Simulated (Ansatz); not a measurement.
# quartet AlO at 6 levels

Aim: a comparison of 6 runs (UHF/3-21G, UPBE0/6-31G, USVWN5/6-31G, RPA@PBE/6-31G, UMP2/3-21G, FCI/6-31G) of quartet AlO. 

The results are computed with Ansatz 0.2.0.

48 further runs of the same task are left out: 2 that didn't finish, 46 set aside as unsound or not needed.

### 1 The structure to begin with

AlO has 2 atoms, charge 0, and is taken as a quartet. SMILES of the parent species: `[O]=[Al]`. Geometry: relaxed at PBE0-D4/def2-TZVP. That shape belongs to the parent species and isn't relaxed for this state.

Bond lengths: O1–Al2 1.620 Å.

### 2 A single-point energy at UHF/3-21G (run 1)

Contents of run.yaml:

```yaml
crystal:
  periodic: [false, false, false]
  atoms:
    - symbol: O
      position_ang: [0.000000, -0.000000, -0.024920]
    - symbol: Al
      position_ang: [-0.000000, 0.000000, 1.594970]
basis:
  gaussian:
    orbitals: 3-21G.json
magnetization:
  spin_polarized: true
  initial_magnetization: 3
accuracy: high
hamiltonian:
  xc: hf
```

The basis set 3-21G is read from a file made from the Basis Set Exchange's data (not shown).

Started as:

```
$ ansatz run run.yaml --threads 1 --pin off --max-ram 3480MiB --events-out events.jsonl --progress --plain --runs-dir runs
```

Output:

```text
Warning: RAYON_NUM_THREADS=1 ignored (pool sized by the plan → 1); use --threads N
Functional definition: HF
  name "HF"
  exchange = exact_x
  correlation = 0
411 factors; integrals over basis functions are off by at most 3.8e-9 eV
mean field evaluation 1: about -8568.3073 eV, gradient 7.6e0 eV
mean field evaluation 2: about -8568.3155 eV, gradient 7.6e0 eV
mean field evaluation 4: about -8569.1985 eV, gradient 2.1e0 eV
mean field evaluation 8: about -8569.3222 eV, gradient 9.1e-2 eV
mean field evaluation 16: about -8569.3224 eV, gradient 1.9e-8 eV
mean field evaluation 32: about -8569.6388 eV, gradient 2.6e-8 eV
mean field evaluation 64: about -8569.3265 eV, gradient 3.4e0 eV
mean field evaluation 96: about -8569.1461 eV, gradient 2.8e0 eV
mean field evaluation 128: about -8569.3377 eV, gradient 1.1e-1 eV
mean field evaluation 160: about -8569.3224 eV, gradient 4.2e-4 eV
mean field -8569.63880768 eV, -314.9284174724 hartree, gradient 2.0e-8 eV, S^2 3.752754; 5 other end points of the search recorded, 0 dependent functions left out
reference -8569.63880768 eV, -314.9284174724 hartree; 12, 9 occupied and 10, 13 virtual orbitals, 411 factors
Total energy: -8569.63880768 eV, -314.9284174724 hartree
```

It took 0.32 s on 1 thread of Intel Xeon Platinum 8488C (Sapphire Rapids), shared host.

### 3 A single-point energy at UPBE0/6-31G (run 2)

Contents of run.yaml:

```yaml
crystal:
  periodic: [false, false, false]
  atoms:
    - {symbol: O, position_ang: [0.000000, -0.000000, -0.024920]}
    - {symbol: Al, position_ang: [-0.000000, 0.000000, 1.594970]}
basis:
  gaussian:
    orbitals: 6-31G
accuracy: high
magnetization:
  spin_polarized: true
  initial_magnetization: 3
hamiltonian:
  xc: pbe0
```

Started as:

```
$ ansatz run run.yaml --threads 1 --pin off --max-ram 3480MiB --events-out events.jsonl --progress --plain --runs-dir runs
```

Output:

```text
Warning: RAYON_NUM_THREADS=1 ignored (pool sized by the plan → 1); use --threads N
Functional definition: PBE0
  name "PBE0"
  parameter a = 0.25
  parameter kappa = 0.804
  parameter beta = 0.06672455060314922
  exchange = (1 - a)*pbe_x(kappa = kappa, mu = beta*pi^2/3) + a*exact_x
  correlation = pbe_c(beta = beta)
414 factors; integrals over basis functions are off by at most 2.8e-9 eV
mean field evaluation 1: about -8630.2876 eV, gradient 2.0e1 eV
mean field evaluation 2: about -8624.3751 eV, gradient 4.0e1 eV
mean field evaluation 4: about -8632.0241 eV, gradient 2.3e-1 eV
mean field evaluation 8: about -8632.0530 eV, gradient 2.3e-2 eV
mean field evaluation 16: about -8632.0530 eV, gradient 1.3e-6 eV
mean field -8632.05302706 eV, -317.2220977288 hartree, gradient 2.9e-8 eV, S^2 3.751530; 2 other end points of the search recorded, 0 dependent functions left out
reference -8632.05302916 eV, -317.2220978059 hartree; 12, 9 occupied and 10, 13 virtual orbitals, 414 factors
Total energy: -8632.05302916 eV, -317.2220978059 hartree
```

It took 1.3 s on 1 thread of Intel Xeon Platinum 8488C (Sapphire Rapids), shared host; peak memory 0.12 GiB.

Runs 3 to 4 aren't shown in full; the table further down has their settings and results.

### 4 The energy at UMP2/3-21G (run 5)

Contents of in.yaml:

```yaml
crystal:
  periodic: [false, false, false]
  atoms:
    - {symbol: O, position_ang: [0.000000, -0.000000, -0.024920]}
    - {symbol: Al, position_ang: [-0.000000, 0.000000, 1.594970]}
basis:
  gaussian: {orbitals: 3-21G.json}
correlation: {method: mp2, frozen_orbitals: {Al: 5, O: 1}}
magnetization: {spin_polarized: true, initial_magnetization: 3}
accuracy: high
```

The basis set 3-21G is read from a file made from the Basis Set Exchange's data (not shown).

Started as:

```
$ ansatz run in.yaml --threads 1 --pin off --max-ram 3480MiB --events-out events.jsonl --progress --plain --runs-dir runs
```

Output, cut to the lines that bear on the results:

```text
Warning: RAYON_NUM_THREADS=1 ignored (pool sized by the plan → 1); use --threads N
[... 2 set-up lines as earlier in the session ...]
[...]
411 factors; integrals over basis functions are off by at most 3.8e-9 eV
[...]
mean field -8569.63880768 eV, -314.9284174724 hartree, gradient 2.0e-8 eV, S^2 3.752754; 15 other end points of the search recorded, 0 dependent functions left out
6 core orbitals not correlated: weight in the atoms' cores, before any rotation towards them, 1.000 or more for the frozen orbitals, at most 0.000 for the correlated occupied ones
reference -8569.63880768 eV, -314.9284174724 hartree; 6, 3 occupied and 10, 13 virtual orbitals, 411 factors
second order -2.53026712 eV of doubles, -0.00000000 eV of singles
Total energy: -8572.16907480 eV, -315.0214030741 hartree
```

Run time: 0.56 s. Hardware: 1 thread of Intel Xeon Platinum 8488C (Sapphire Rapids), shared host.

### 5 A single-point energy at FCI/6-31G (run 6)

Contents of input.yaml:

```yaml
basis:
  gaussian: {orbitals: 6-31G}
crystal:
  periodic: [false, false, false]
  atoms:
    - {symbol: O, position_ang: [0.000000, -0.000000, -0.024920]}
    - {symbol: Al, position_ang: [-0.000000, 0.000000, 1.594970]}
magnetization: {spin_polarized: true, initial_magnetization: 3}
correlation: {method: fci, frozen_orbitals: {Al: 5, O: 1}}
accuracy: high
```

Started as:

```
$ ansatz run input.yaml --threads 1 --pin off --max-ram 3480MiB --events-out events.jsonl --progress --plain --runs-dir runs
```

Output, cut to the lines that bear on the results:

```text
Warning: RAYON_NUM_THREADS=1 ignored (pool sized by the plan → 1); use --threads N
[... 2 set-up lines as earlier in the session ...]
[...]
414 factors; integrals over basis functions are off by at most 2.8e-9 eV
[...]
mean field -8615.30054679 eV, -316.6064554341 hartree, gradient 2.9e-8 eV, S^2 3.753558; 18 other end points of the search recorded, 0 dependent functions left out
determinant -8615.30054679 eV, -316.6064554341 hartree, with singles and doubles -8618.17548665 eV, -316.7121075252 hartree
determinant -8615.01215001 eV, -316.5958570479 hartree, with singles and doubles -8617.82289268 eV, -316.6991499360 hartree
determinant -8613.93171318 eV, -316.5561517266 hartree, with singles and doubles -8616.74466007 eV, -316.6595256182 hartree
determinant -8611.90559125 eV, -316.4816931192 hartree, with singles and doubles -8615.08391203 eV, -316.5984942534 hartree
determinant -8615.30054679 eV, -316.6064554341 hartree, with singles and doubles -8618.20468207 eV, -316.7131804373 hartree
determinant -8615.01215001 eV, -316.5958570479 hartree, with singles and doubles -8617.82932302 eV, -316.6993862466 hartree
[...]
6 core orbitals not correlated: weight in the atoms' cores, before any rotation towards them, 1.000 or more for the frozen orbitals, at most 0.000 for the correlated occupied ones
reference -8615.26045252 eV, -316.6049819968 hartree; 6, 3 occupied and 10, 13 virtual orbitals, 414 factors
state -8618.47906011 eV, -316.7232636440 hartree
Total energy: -8618.47906011 eV, -316.7232636440 hartree
```

Wall time 21 s (1 thread of Intel Xeon Platinum 8488C (Sapphire Rapids), shared host); peak memory 0.21 GiB.

### 6 All runs side by side

| run | level | frozen core orbitals | energy (Eh) | ⟨S²⟩ | wall time |
| --- | --- | --- | --- | --- | --- |
| 1 | UHF/3-21G | – | -314.928417 | 3.753 | 0.32 s |
| 2 | UPBE0/6-31G | – | -317.222098 | 3.752 | 1.3 s |
| 3 | USVWN5/6-31G | – | -315.810628 | 3.751 | 2.5 s |
| 4 | RPA@PBE/6-31G | 6 | -316.773113 | 3.751 | 4.8 s |
| 5 | UMP2/3-21G | 6 | -315.021403 | 3.753 | 0.56 s |
| 6 | FCI/6-31G | 6 | -316.723264 | – | 21 s |

### 7 Results

```
                                          quantity          value
                               run 6: total energy  -316.72326 Eh
run 6: correlation energy (6 core orbitals frozen)     -118.3 mEh
```

Totals of different functionals can't be ranked against each other. All runs together took 30 s, the longest 21 s.
